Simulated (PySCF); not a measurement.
dichloromethane (CH2Cl2), SMILES ClCCl.

Geometry optimised at PBE0-D3(BJ)/def2-TZVP.

Two levels are set side by side: TDDFT-PBE/def2-SVPD (PySCF) and ADC(2)/aug-cc-pVDZ (PySCF). Vertical, same geometry; the bases differ. Differences are taken from unrounded values.

```json
[
 {"quantity": "lowest singlet excitation (eV)", "ADC(2)": "7.26"}
]
```

What does TDDFT-PBE give, and how far is it from ADC(2)? (Estimate from the structure and the level; the computed values follow.)


| quantity | TDDFT-PBE | TDDFT-PBE minus ADC(2) |
|---|---|---|
| lowest singlet excitation (eV) | 6.29 | -0.97 |

A lower first singlet is the usual sign of a functional without exact exchange. Differences between two approximate levels are no errors against the true value.

Rough cost on one machine, each run with all the roots and properties that it gave: ADC(2) against TDDFT-PBE about 40 times.
